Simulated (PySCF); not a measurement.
## Threshold energies of PF in a plasma

PBE0 in PySCF with def2-TZVPPD on every atom, for the lowest determinant that a PBE0 search found; no spin–orbit coupling.

```tsv
species	state (unpaired electrons)	Re (Å)	ωe (cm⁻¹)	energy of the minimum from the neutral (eV)	De (eV)	dissociates to
PF	triplet (π ↑↑)	1.595	855	0.00	4.72	P + F
PF⁺	doublet (π ↑)	1.509	1058	9.70	5.55	P⁺ + F
PF⁻	doublet (π ↑)	1.702	646	-0.50	1.98	P + F⁻
```

Task: Work out the lowest energy to break PF into atoms, from its vibrational ground state.

Result: D0 = De − ωe/2 = 4.72 − 0.05 = 4.67 eV (PBE0/def2-TZVPPD).

Task: Work out the ionisation energy of the P atom at this level and the threshold of dissociative ionisation.

Result: IE(P) = 9.70 + 5.55 − 4.72 = 10.53 eV, so P⁺ + F + e⁻ appears at D0 + IE(P) = 15.20 eV (PBE0/def2-TZVPPD). The measured IE(P) is 10.487 eV (NIST ASD).

Task: Work out the electron affinity of the F atom and the threshold of dissociative attachment.

Result: EA(F) = 4.72 − 1.98 − (-0.50) = 3.24 eV, so P + F⁻ needs D0 − EA(F) = 1.43 eV (PBE0/def2-TZVPPD). The measured EA(F) is 3.401 eV.

Task: At which energy does ion-pair formation open?

Result: P⁺ + F⁻ lies at D0 + IE(P) − EA(F) = 11.96 eV (PBE0/def2-TZVPPD).

These are thermodynamic thresholds; the onsets seen under electron impact lie higher where the geometry changes, and cross-sections peak well above them.

For an ion De counts to the pair picked by the measured ionisation energies or electron affinities, which need not be the lowest pair at this level. The highest Kohn–Sham level is positive in this anion. Much of that is self-interaction error, but it also means that the finite basis helps to hold the extra electron. States were picked by a PBE0 search and need not be the measured ground states.
